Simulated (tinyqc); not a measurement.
Worked calculation: MP2 on RHF in the sto-3g basis, for H2F+, spin multiplicity 1. Computed by tinyqc, a small Python program that keeps every step (integrals from PySCF). Settings: charge = 1, multiplicity = 1, basis = sto-3g, method = RHF, energy threshold = 1e-10, iteration cap = 90, orthogonalisation = canonical, start = core, DIIS depth = 6. Command: `OMP_NUM_THREADS=1 python tinyqc.py 27498 27499 out.jsonl` (the two numbers bound the seeds that draw the settings). One thread of a shared host (Intel(R) Xeon(R) Processor @ 2.60GHz), about 0.1 s of CPU time with the checks. The early iterations of the SCF are left out here.

## One-electron integrals

Geometry (angstrom):
```
atom       x        y       z
F     0.0000   0.0000  0.0000
H     0.0000   0.9240  0.6130
H     0.0000  -0.9240  0.6130
```

Basis sto-3g: exponents (1/bohr^2) and contraction coefficients of normalised primitives:
```
element  l (shell)  exponent  coefficient
F            s (1)  166.6791       0.1543
F            s (1)   30.3608       0.5353
F            s (1)    8.2168       0.4446
F            s (2)    6.4648      -0.1000
F            s (2)    1.5023       0.3995
F            s (2)    0.4886       0.7001
F            p (3)    6.4648       0.1559
F            p (3)    1.5023       0.6077
F            p (3)    0.4886       0.3920
H            s (1)    3.4253       0.1543
H            s (1)    0.6239       0.5353
H            s (1)    0.1689       0.4446
```

Overlap, kinetic and nuclear-attraction integrals over the contracted functions; the nuclear repulsion is the sum of Za Zb / Rab.

nuclear repulsion = 8.876515 hartree

overlap S:
```
         1F 1s   1F 2s  1F 2px   1F 2py  1F 2pz   2H 1s    3H 1s
1F 1s   1.0000  0.2380  0.0000   0.0000  0.0000  0.0312   0.0312
1F 2s   0.2380  1.0000  0.0000   0.0000  0.0000  0.3311   0.3311
1F 2px  0.0000  0.0000  1.0000   0.0000  0.0000  0.0000   0.0000
1F 2py  0.0000  0.0000  0.0000   1.0000  0.0000  0.2328  -0.2328
1F 2pz  0.0000  0.0000  0.0000   0.0000  1.0000  0.1545   0.1545
2H 1s   0.0312  0.3311  0.0000   0.2328  0.1545  1.0000   0.1522
3H 1s   0.0312  0.3311  0.0000  -0.2328  0.1545  0.1522   1.0000
```

kinetic energy T (hartree):
```
          1F 1s    1F 2s  1F 2px   1F 2py  1F 2pz    2H 1s    3H 1s
1F 1s   36.9846  -0.2129  0.0000   0.0000  0.0000  -0.0075  -0.0075
1F 2s   -0.2129   1.0380  0.0000   0.0000  0.0000   0.0482   0.0482
1F 2px   0.0000   0.0000  3.2480   0.0000  0.0000   0.0000   0.0000
1F 2py   0.0000   0.0000  0.0000   3.2480  0.0000   0.1223  -0.1223
1F 2pz   0.0000   0.0000  0.0000   0.0000  3.2480   0.0811   0.0811
2H 1s   -0.0075   0.0482  0.0000   0.1223  0.0811   0.7600  -0.0074
3H 1s   -0.0075   0.0482  0.0000  -0.1223  0.0811  -0.0074   0.7600
```

nuclear attraction V (hartree):
```
           1F 1s     1F 2s    1F 2px    1F 2py    1F 2pz    2H 1s    3H 1s
1F 1s   -77.9640   -9.4040    0.0000    0.0000   -0.0114  -1.2657  -1.2657
1F 2s    -9.4040  -12.4941    0.0000    0.0000   -0.1407  -3.0558  -3.0558
1F 2px    0.0000    0.0000  -12.3531    0.0000    0.0000   0.0000   0.0000
1F 2py    0.0000    0.0000    0.0000  -12.4532    0.0000  -1.8493   1.8493
1F 2pz   -0.0114   -0.1407    0.0000    0.0000  -12.3971  -1.2609  -1.2609
2H 1s    -1.2657   -3.0558    0.0000   -1.8493   -1.2609  -5.7218  -0.9960
3H 1s    -1.2657   -3.0558    0.0000    1.8493   -1.2609  -0.9960  -5.7218
```

core Hamiltonian H = T + V (hartree):
```
           1F 1s     1F 2s   1F 2px   1F 2py   1F 2pz    2H 1s    3H 1s
1F 1s   -40.9795   -9.6168   0.0000   0.0000  -0.0114  -1.2732  -1.2732
1F 2s    -9.6168  -11.4561   0.0000   0.0000  -0.1407  -3.0076  -3.0076
1F 2px    0.0000    0.0000  -9.1051   0.0000   0.0000   0.0000   0.0000
1F 2py    0.0000    0.0000   0.0000  -9.2052   0.0000  -1.7270   1.7270
1F 2pz   -0.0114   -0.1407   0.0000   0.0000  -9.1491  -1.1798  -1.1798
2H 1s    -1.2732   -3.0076   0.0000  -1.7270  -1.1798  -4.9618  -1.0035
3H 1s    -1.2732   -3.0076   0.0000   1.7270  -1.1798  -1.0035  -4.9618
```

## Two-electron integrals

Functions are numbered as in S; the eight-fold symmetry (ij|kl) = (ji|kl) = (kl|ij) leaves the list below.

Two-electron integrals (ij|kl) in chemists' order, unique and non-zero (hartree):
```
(11|11) 5.4035      (21|11) 0.8419      (21|21) 0.1563      (22|11) 1.2680
(22|21) 0.2923      (22|22) 0.9262      (31|31) 0.0280      (32|31) 0.0432
(32|32) 0.2046      (33|11) 1.2645      (33|21) 0.2924      (33|22) 0.9260
(33|33) 0.9975      (41|41) 0.0280      (42|41) 0.0432      (42|42) 0.2046
(43|43) 0.0538      (44|11) 1.2645      (44|21) 0.2924      (44|22) 0.9260
(44|33) 0.8900      (44|44) 0.9975      (51|51) 0.0280      (52|51) 0.0432
(52|52) 0.2046      (53|53) 0.0538      (54|54) 0.0538      (55|11) 1.2645
(55|21) 0.2924      (55|22) 0.9260      (55|33) 0.8900      (55|44) 0.8900
(55|55) 0.9975      (61|11) 0.1120      (61|21) 0.0206      (61|22) 0.0384
(61|33) 0.0383      (61|41) 0.0007      (61|42) 0.0013      (61|44) 0.0384
(61|51) 4.65e-04    (61|52) 0.0009      (61|54) 8.51e-05    (61|55) 0.0384
(61|61) 0.0027      (62|11) 0.2956      (62|21) 0.0691      (62|22) 0.2458
(62|33) 0.2421      (62|41) 0.0039      (62|42) 0.0312      (62|44) 0.2496
(62|51) 0.0026      (62|52) 0.0207      (62|54) 0.0050      (62|55) 0.2454
(62|61) 0.0093      (62|62) 0.0816      (63|31) 0.0071      (63|32) 0.0426
(63|43) 0.0065      (63|53) 0.0043      (63|63) 0.0119      (64|11) 0.1719
(64|21) 0.0407      (64|22) 0.1548      (64|33) 0.1483      (64|41) 0.0091
(64|42) 0.0611      (64|44) 0.1658      (64|51) 0.0013      (64|52) 0.0123
(64|54) 0.0073      (64|55) 0.1503      (64|61) 0.0057      (64|62) 0.0631
(64|64) 0.0603      (65|11) 0.1140      (65|21) 0.0270      (65|22) 0.1027
(65|33) 0.0984      (65|41) 0.0013      (65|42) 0.0123      (65|44) 0.1014
(65|51) 0.0080      (65|52) 0.0507      (65|54) 0.0085      (65|55) 0.1083
(65|61) 0.0038      (65|62) 0.0419      (65|64) 0.0322      (65|65) 0.0332
(66|11) 0.4674      (66|21) 0.1111      (66|22) 0.4562      (66|33) 0.4412
(66|41) 0.0076      (66|42) 0.0855      (66|44) 0.4721      (66|51) 0.0050
(66|52) 0.0567      (66|54) 0.0205      (66|55) 0.4548      (66|61) 0.0150
(66|62) 0.1983      (66|64) 0.1785      (66|65) 0.1184      (66|66) 0.7746
(71|11) 0.1120      (71|21) 0.0206      (71|22) 0.0384      (71|33) 0.0383
(71|41) -0.0007     (71|42) -0.0013     (71|44) 0.0384      (71|51) 4.65e-04
(71|52) 0.0009      (71|54) -8.51e-05   (71|55) 0.0384      (71|61) 0.0027
(71|62) 0.0090      (71|64) 0.0051      (71|65) 0.0037      (71|66) 0.0144
(71|71) 0.0027      (72|11) 0.2956      (72|21) 0.0691      (72|22) 0.2458
(72|33) 0.2421      (72|41) -0.0039     (72|42) -0.0312     (72|44) 0.2496
(72|51) 0.0026      (72|52) 0.0207      (72|54) -0.0050     (72|55) 0.2454
(72|61) 0.0090      (72|62) 0.0657      (72|64) 0.0352      (72|65) 0.0327
(72|66) 0.1289      (72|71) 0.0093      (72|72) 0.0816      (73|31) 0.0071
(73|32) 0.0426      (73|43) -0.0065     (73|53) 0.0043      (73|63) 0.0092
(73|73) 0.0119      (74|11) -0.1719     (74|21) -0.0407     (74|22) -0.1548
(74|33) -0.1483     (74|41) 0.0091      (74|42) 0.0611      (74|44) -0.1658
(74|51) -0.0013     (74|52) -0.0123     (74|54) 0.0073      (74|55) -0.1503
(74|61) -0.0051     (74|62) -0.0352     (74|64) -0.0100     (74|65) -0.0172
(74|66) -0.0635     (74|71) -0.0057     (74|72) -0.0631     (74|74) 0.0603
(75|11) 0.1140      (75|21) 0.0270      (75|22) 0.1027      (75|33) 0.0984
(75|41) -0.0013     (75|42) -0.0123     (75|44) 0.1014      (75|51) 0.0080
(75|52) 0.0507      (75|54) -0.0085     (75|55) 0.1083      (75|61) 0.0037
(75|62) 0.0327      (75|64) 0.0172      (75|65) 0.0253      (75|66) 0.0705
(75|71) 0.0038      (75|72) 0.0419      (75|74) -0.0322     (75|75) 0.0332
(76|11) 0.0909      (76|21) 0.0215      (76|22) 0.0838      (76|33) 0.0822
(76|44) 0.0839      (76|51) 0.0013      (76|52) 0.0124      (76|55) 0.0853
(76|61) 0.0028      (76|62) 0.0280      (76|64) 0.0190      (76|65) 0.0164
(76|66) 0.0742      (76|71) 0.0028      (76|72) 0.0280      (76|74) -0.0190
(76|75) 0.0164      (76|76) 0.0123      (77|11) 0.4674      (77|21) 0.1111
(77|22) 0.4562      (77|33) 0.4412      (77|41) -0.0076     (77|42) -0.0855
(77|44) 0.4721      (77|51) 0.0050      (77|52) 0.0567      (77|54) -0.0205
(77|55) 0.4548      (77|61) 0.0144      (77|62) 0.1289      (77|64) 0.0635
(77|65) 0.0705      (77|66) 0.2847      (77|71) 0.0150      (77|72) 0.1983
(77|74) -0.1785     (77|75) 0.1184      (77|76) 0.0742      (77|77) 0.7746
```

## Orthogonalisation

S = U s U^T; canonical form X = U s^(-1/2), so that X^T S X = 1. Each column of U has its largest component positive (the first on a tie).

eigenvalues of S: 0.5127  0.5859  0.9033  1.0000  1.0885  1.2619  1.6478

X:
```
              1        2        3       4        5        6       7
1F 1s   -0.4079   0.0000   0.6949  0.0000  -0.6095   0.0000  0.2120
1F 2s    0.9877   0.0000  -0.2256  0.0000  -0.2746   0.0000  0.4751
1F 2px   0.0000   0.0000   0.0000  1.0000   0.0000   0.0000  0.0000
1F 2py   0.0000   0.8131   0.0000  0.0000   0.0000   0.6968  0.0000
1F 2pz   0.3678   0.0000   0.6923  0.0000   0.6366   0.0000  0.1853
2H 1s   -0.5802  -0.7230  -0.2168  0.0000   0.1824   0.3918  0.3885
3H 1s   -0.5802   0.7230  -0.2168  0.0000   0.1824  -0.3918  0.3885
```

## Iteration 8 (converged): orbitals

converged F (hartree):
```
           1F 1s    1F 2s   1F 2px   1F 2py   1F 2pz    2H 1s    3H 1s
1F 1s   -26.5638  -6.7746   0.0000   0.0000  -0.0205  -0.9054  -0.9054
1F 2s    -6.7746  -3.5739   0.0000   0.0000  -0.0864  -0.9815  -0.9815
1F 2px    0.0000   0.0000  -0.9963   0.0000   0.0000   0.0000   0.0000
1F 2py    0.0000   0.0000   0.0000  -0.8983   0.0000  -0.4774   0.4774
1F 2pz   -0.0205  -0.0864   0.0000   0.0000  -0.9383  -0.3626  -0.3626
2H 1s    -0.9054  -0.9815   0.0000  -0.4774  -0.3626  -0.7201  -0.2635
3H 1s    -0.9054  -0.9815   0.0000   0.4774  -0.3626  -0.2635  -0.7201
```

Diagonalise F' = X^T F X, C = X C', fill 5 alpha and 5 beta electrons from the bottom; D = 2 C_occ C_occ^T. Each column has its largest component positive (the first on a tie).

F' = X^T F X (hartree):
```
         1        2         3        4         5        6        7
1  -1.5912   0.0000    3.5982   0.0000   -3.3161   0.0000   1.1352
2   0.0000   0.0514    0.0000   0.0000    0.0000  -0.0734   0.0000
3   3.5982   0.0000  -10.8499   0.0000   10.5881   0.0000  -5.6259
4   0.0000   0.0000    0.0000  -0.9963    0.0000   0.0000   0.0000
5  -3.3161   0.0000   10.5881   0.0000  -12.3751   0.0000   6.1772
6   0.0000  -0.0734    0.0000   0.0000    0.0000  -1.0976   0.0000
7   1.1352   0.0000   -5.6259   0.0000    6.1772   0.0000  -4.8388
```

orbital energies (hartree): MO1 -26.5732, MO2 -1.9831, MO3 -1.1023, MO4 -1.0163, MO5 -0.9963, MO6 -0.0825, MO7 0.0561

coefficients C:
```
            MO1      MO2      MO3      MO4     MO5      MO6      MO7
1F 1s    0.9948  -0.2523   0.0000   0.0590  0.0000   0.0947   0.0000
1F 2s    0.0219   0.9623   0.0000  -0.2937  0.0000  -0.5609   0.0000
1F 2px   0.0000   0.0000   0.0000   0.0000  1.0000   0.0000   0.0000
1F 2py   0.0000   0.0000   0.7470   0.0000  0.0000   0.0000   0.7672
1F 2pz   0.0019   0.0832   0.0000   0.8754  0.0000  -0.5301   0.0000
2H 1s   -0.0035   0.0803   0.3451   0.2248  0.0000   0.7148  -0.7464
3H 1s   -0.0035   0.0803  -0.3451   0.2248  0.0000   0.7148   0.7464
```

D after iteration 8:
```
          1F 1s    1F 2s  1F 2px   1F 2py   1F 2pz    2H 1s    3H 1s
1F 1s    2.1137  -0.4768  0.0000   0.0000   0.0651  -0.0210  -0.0210
1F 2s   -0.4768   2.0256  0.0000   0.0000  -0.3538   0.0225   0.0225
1F 2px   0.0000   0.0000  2.0000   0.0000   0.0000   0.0000   0.0000
1F 2py   0.0000   0.0000  0.0000   1.1160   0.0000   0.5156  -0.5156
1F 2pz   0.0651  -0.3538  0.0000   0.0000   1.5465   0.4069   0.4069
2H 1s   -0.0210   0.0225  0.0000   0.5156   0.4069   0.3521  -0.1242
3H 1s   -0.0210   0.0225  0.0000  -0.5156   0.4069  -0.1242   0.3521
```

## Convergence

Stop when the energy changes by less than 1e-10 hartree and every element of the error matrix X^T (F D S - S D F) X is below 3e-06.

Course of the cycle:
```
iteration  E (hartree)     change  largest element of the error matrix
1           -97.858038          -                             7.00e-01
2           -98.827460  -9.69e-01                             6.13e-02
3           -98.832248  -4.79e-03                             1.75e-02
4           -98.832626  -3.77e-04                             3.45e-03
5           -98.832656  -3.09e-05                             2.15e-03
6           -98.832659  -2.74e-06                             1.69e-04
7           -98.832659  -2.54e-08                             4.85e-07
8           -98.832659  -2.56e-13                             4.54e-09
```

PySCF RHF in the same basis = -98.832659 hartree

Converged in 8 iterations.

## Integrals over molecular orbitals

(pq|rs) = sum C_ip C_jq C_kr C_ls (ij|kl), one index at a time.

one-electron integrals over orbitals h = C^T H C (hartree):
```
          1        2        3        4        5        6        7
1  -40.9618   0.6969   0.0000  -0.1520   0.0000  -0.2525   0.0000
2    0.6969  -9.5692   0.0000   0.3574   0.0000   1.2542   0.0000
3    0.0000   0.0000  -7.8600   0.0000   0.0000   0.0000  -2.2250
4   -0.1520   0.3574   0.0000  -8.5419   0.0000   1.5090   0.0000
5    0.0000   0.0000   0.0000   0.0000  -9.1051   0.0000   0.0000
6   -0.2525   1.2542   0.0000   1.5090   0.0000  -5.4321   0.0000
7    0.0000   0.0000  -2.2250   0.0000   0.0000   0.0000  -5.8734
```

Two-electron integrals over orbitals (pq|rs), unique and non-zero (hartree):
```
(11|11) 5.3633    (21|11) -0.5083   (21|21) 0.0763    (22|11) 1.2101
(22|21) -0.0203   (22|22) 0.8594    (31|31) 0.0173    (32|31) 0.0256
(32|32) 0.1530    (33|11) 0.9722    (33|21) -0.0083   (33|22) 0.7457
(33|33) 0.7143    (41|11) 0.1178    (41|21) -0.0154   (41|22) 0.0117
(41|33) 0.0045    (41|41) 0.0272    (42|11) -0.0934   (42|21) 0.0071
(42|22) -0.0073   (42|33) -0.0073   (42|41) 0.0303    (42|42) 0.1617
(43|31) -0.0031   (43|32) 0.0082    (43|43) 0.0487    (44|11) 1.1415
(44|21) -0.0137   (44|22) 0.8115    (44|33) 0.6970    (44|41) -0.0095
(44|42) -0.0840   (44|44) 0.8661    (51|51) 0.0296    (52|51) 0.0394
(52|52) 0.1836    (53|53) 0.0373    (54|51) -0.0085   (54|52) -0.0315
(54|54) 0.0521    (55|11) 1.2640    (55|21) -0.0144   (55|22) 0.8834
(55|33) 0.7350    (55|41) 0.0034    (55|42) -0.0516   (55|44) 0.8245
(55|55) 0.9975    (61|11) 0.1908    (61|21) -0.0301   (61|22) 0.0044
(61|33) 0.0021    (61|41) -0.0065   (61|42) -0.0189   (61|44) 0.0118
(61|55) 0.0054    (61|61) 0.0184    (62|11) -0.2639   (62|21) 0.0069
(62|22) -0.1357   (62|33) -0.0836   (62|41) -0.0173   (62|42) -0.0464
(62|44) -0.0931   (62|55) -0.1398   (62|61) 0.0054    (62|62) 0.0707
(63|31) -0.0036   (63|32) 0.0239    (63|43) 0.0195    (63|63) 0.0698
(64|11) -0.2884   (64|21) 0.0040    (64|22) -0.1555   (64|33) -0.0912
(64|41) -0.0053   (64|42) 0.0125    (64|44) -0.1604   (64|55) -0.1611
(64|61) 0.0007    (64|62) 0.0592    (64|64) 0.0838    (65|51) -0.0124
(65|52) -0.0486   (65|54) -0.0103   (65|65) 0.0238    (66|11) 0.6670
(66|21) -0.0053   (66|22) 0.5508    (66|33) 0.5365    (66|41) 0.0144
(66|42) 0.0634    (66|44) 0.5243    (66|55) 0.5295    (66|61) -0.0049
(66|62) -0.0483   (66|64) -0.0255   (66|66) 0.5318    (71|31) 0.0164
(71|32) 0.0234    (71|43) -0.0030   (71|63) -0.0031   (71|71) 0.0156
(72|31) 0.0177    (72|32) 0.0703    (72|43) -0.0207   (72|63) -0.0242
(72|71) 0.0163    (72|72) 0.0572    (73|11) 0.4298    (73|21) -0.0082
(73|22) 0.2191    (73|33) 0.1663    (73|41) -0.0010   (73|42) -0.0556
(73|44) 0.2009    (73|55) 0.2383    (73|61) 0.0047    (73|62) -0.0661
(73|64) -0.0945   (73|66) 0.0156    (73|73) 0.1651    (74|31) -0.0068
(74|32) -0.0523   (74|43) 0.0051    (74|63) -0.0454   (74|71) -0.0065
(74|72) -0.0107   (74|74) 0.0492    (75|53) 0.0256    (75|75) 0.0197
(76|31) -0.0089   (76|32) -0.0873   (76|43) -0.0520   (76|63) -0.0868
(76|71) -0.0085   (76|72) 0.0044    (76|74) 0.0625    (76|76) 0.1627
(77|11) 0.7699    (77|21) -0.0073   (77|22) 0.5957    (77|33) 0.5952
(77|41) 0.0030    (77|42) 0.0073    (77|44) 0.5732    (77|55) 0.5841
(77|61) 0.0020    (77|62) -0.0410   (77|64) -0.0314   (77|66) 0.5252
(77|73) 0.0670    (77|77) 0.5605
```

## Second-order Moller-Plesset energy

Hartree-Fock energy = -98.832659 hartree

E2 = sum_ijab (ia|jb) [2 (ia|jb) - (ib|ja)] / (e_i + e_j - e_a - e_b) over occupied i, j and virtual a, b; the opposite-spin part is (ia|jb)^2 / denominator, the rest is same-spin, and SCS-MP2 scales them by 6/5 and 1/3.

Terms:
```
i  j  a  b  (ia|jb)  (ib|ja)  denominator       term
3  3  7  7   0.1651   0.1651      -2.3167    -0.0118
3  4  7  6  -0.0945  -0.0454      -2.0922    -0.0065
4  3  6  7  -0.0945  -0.0454      -2.0922    -0.0065
4  4  6  6   0.0838   0.0838      -1.8677    -0.0038
3  3  6  6   0.0698   0.0698      -2.0396    -0.0024
3  2  7  6  -0.0661  -0.0242      -3.0590    -0.0023
2  3  6  7  -0.0661  -0.0242      -3.0590    -0.0023
2  2  6  6   0.0707   0.0707      -3.8013    -0.0013
2  4  6  6   0.0592   0.0592      -2.8345    -0.0012
4  2  6  6   0.0592   0.0592      -2.8345    -0.0012
4  4  7  7   0.0492   0.0492      -2.1447    -0.0011
2  2  7  7   0.0572   0.0572      -4.0783    -0.0008
5  5  6  6   0.0238   0.0238      -1.8277  -3.09e-04
5  5  7  7   0.0197   0.0197      -2.1048  -1.85e-04
3  2  6  7  -0.0242  -0.0661      -3.0590   1.39e-04
2  3  7  6  -0.0242  -0.0661      -3.0590   1.39e-04
3  4  6  7  -0.0454  -0.0945      -2.0922   8.09e-05
4  3  7  6  -0.0454  -0.0945      -2.0922   8.09e-05
4  2  7  7  -0.0107  -0.0107      -3.1115  -3.69e-05
2  4  7  7  -0.0107  -0.0107      -3.1115  -3.69e-05
2  1  7  7   0.0163   0.0163     -28.6684  -9.24e-06
1  2  7  7   0.0163   0.0163     -28.6684  -9.24e-06
1  1  6  6   0.0184   0.0184     -52.9815  -6.40e-06
1  1  7  7   0.0156   0.0156     -53.2585  -4.59e-06
1  3  6  7   0.0047  -0.0031     -27.6491  -2.13e-06
3  1  7  6   0.0047  -0.0031     -27.6491  -2.13e-06
1  4  7  7  -0.0065  -0.0065     -27.7016  -1.53e-06
4  1  7  7  -0.0065  -0.0065     -27.7016  -1.53e-06
3  1  6  7  -0.0031   0.0047     -27.6491  -1.21e-06
1  3  7  6  -0.0031   0.0047     -27.6491  -1.21e-06
1  2  6  6   0.0054   0.0054     -28.3914  -1.04e-06
2  1  6  6   0.0054   0.0054     -28.3914  -1.04e-06
4  1  6  6   0.0007   0.0007     -27.4246  -1.75e-08
1  4  6  6   0.0007   0.0007     -27.4246  -1.75e-08
```

Pair energies (hartree; pair i-j sums ij and ji):
```
pair  opposite spin  same spin
1-1       -1.10e-05     0.0000
2-1       -2.06e-05     0.0000
2-2         -0.0021     0.0000
3-1       -2.29e-06  -4.39e-06
3-2         -0.0032    -0.0011
3-3         -0.0142     0.0000
4-1       -3.10e-06     0.0000
4-2         -0.0025     0.0000
4-3         -0.0105    -0.0023
4-4         -0.0049     0.0000
5-5       -4.94e-04     0.0000
```

MP2 correlation energy = -0.041440 hartree

SCS-MP2 correlation energy = -0.046733 hartree

MP2 total energy = -98.874099 hartree
